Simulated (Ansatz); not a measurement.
A run of Ansatz (development build ahead of 0.2.0) on doublet SH at this shape:

```xyz
2

S    -0.0739    0.1373   -0.1087
H    -0.0046    0.0290    1.3694
```

Its results:

```
Converged                       : yes
Reference energy                : -398.08064 hartree
Correlation energy              : -0.11336 hartree
Total energy                    : -398.19400 hartree
Spin squared of the determinant : 0.759
```

(1) Which input gives this output? Name the method, the orbitals and the basis set, and write the input.

Results:

(1) UHF-MP2 in cc-pVDZ.

```yaml
crystal:
  periodic: [false, false, false]
  atoms:
    - { symbol: S, position_ang: [-0.07392, 0.13728, -0.10869] }
    - { symbol: H, position_ang: [-0.00455, 0.02895, 1.36943] }
basis:
  gaussian: { orbitals: cc-pVDZ }
magnetization:
  spin_polarized: true
  initial_magnetization: 1
hamiltonian:
  xc: hf
correlation:
  method: mp2
  frozen_orbitals: { H: 0, S: 5 }
```
